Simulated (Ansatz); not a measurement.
# Relaxing Os2F

The calculation used DFT PBE, scalar-relativistic, plane waves, PAW in Ansatz 0.2.0. Cutoff 420 eV, Γ-centred k mesh, Gaussian smearing, no spin polarisation in the final step.

Os2F was placed on the anti-cadmium chloride structure type (R-3m, No. 166), with F in place of Cd, Os in place of Cl, at a guessed volume.

```yaml
crystal:
  lattice:
    - [1.54413, 0.89151, 4.66368]
    - [-1.54413, 0.89151, 4.66368]
    - [0.00000, -1.78301, 4.66368]
  atoms:
    - { symbol: Os, position: [0.75000, 0.75000, 0.75000] }
    - { symbol: Os, position: [0.25000, 0.25000, 0.25000] }
    - { symbol: F, position: [0.00000, 0.00000, 0.00000] }
```

Cell and atoms relax at zero pressure; the relaxation can't lower the symmetry of the start. After a coarse first stage the cell is made exact in the group found at 0.06 Å.

The zero of energy is the elements' standard structures at the same level (F₂ as a molecule); no fitted shifts are applied.

Q: What does it relax into?

A: It keeps R-3m (No. 166), but not the shape of the type it started on. Conventional cell: a = 2.741 Å, c = 18.497 Å. Around Os lie 3 Os at 2.53 Å, 3 F at 2.63 Å and 6 Os at 2.74 Å; F is coordinated by 6 Os at 2.63 Å and 6 F at 2.74 Å.

```
Os F
1.0
     1.37053    0.79128    6.16552
    -1.37053    0.79128    6.16552
     0.00000   -1.58255    6.16552
Os F
2 1
Direct
  0.77991 0.77991 0.77991
  0.22009 0.22009 0.22009
  0.00000 0.00000 0.00000
```

Q: What are its volume, energy, density and gap?

A: The volume per atom is 13.37 Å³ and the density is 16.53 g/cm³. The energy over the elements is -0.01 eV/atom and the gap on the 18×18×18 mesh is 0 eV (a metal).

The final run used a 18×18×18 mesh on its 3-atom cell and 0.10 eV smearing. For metals, differences of a few meV/atom aren't resolved. Spin–orbit coupling is left out. A structure relaxed within its symmetry needn't be a true minimum.

Cost: 3 runs of about 2.7 core-minutes in all, on Intel Xeon Platinum 8375C (Ice Lake) (shared hosts).